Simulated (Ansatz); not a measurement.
# LiH (singlet): the correlation ladder, cc-pVTZ

The task here is to estimate one member of a computed series from the others.

Method: cc-pVTZ, core rule «outside noble gas», up to 1 orbitals frozen; program: Ansatz 0.2.0, Gaussian basis.

To be run: UHF; CCSD(T) on RHF; BCCD(T) on RHF; Full CI.

22 further runs of the same task are left out: 10 for a known fault of the program, 1 for a mislabelled method, 1 that didn't finish, 10 set aside as unsound or not needed.

## The geometry

The geometry is an MP2(full)/6-31G* stationary point (not a proven minimum).

2 atoms, charge 0, spin multiplicity 1.

Atoms are counted from 1 here; the program's logs count them from 0.

Bond lengths: Li1–H2 1.640 Å.

The first run:

Input file in.yaml:

```yaml
crystal:
  periodic: [false, false, false]
  atoms:
    - {symbol: Li, position_ang: [0.000000, 0.000000, 0.000000]}
    - {symbol: H, position_ang: [0.000000, 0.000000, 1.640000]}
basis:
  gaussian: {orbitals: cc-pVTZ}
magnetization: {spin_polarized: true, initial_magnetization: 0}
hamiltonian: {xc: hf}
output: {orbitals: {seedname: orbitals}}
```

Command:

```sh
> ansatz run in.yaml --threads 1 --pin off --events-out ev --progress --plain --max-ram 2393MiB
```

Steps of the session up to this table: UHF; CCSD(T) on RHF; BCCD(T) on RHF; Full CI.

One of the session's tables, all rows but one given; the rest of the session is left out.

| method | from FCI (kJ/mol) |
| --- | --- |
| RHF | +93.8 |
| RMP2 | ? |
| RCCSD | 0.0 |
| RCCSD(T) | 0.0 |
| BCCD(T) | 0.0 |
| FCI | 0 |

Estimate the missing values for RMP2.

As computed: from FCI (kJ/mol): +22.5. In the column «from FCI (kJ/mol)» it lies between FCI (0) and RHF (+93.8).

With the free atoms at the same levels and basis (separate runs), the atomisation energy is 2.442 eV at FCI, 2.442 eV at RCCSD(T), 1.470 eV at RHF.
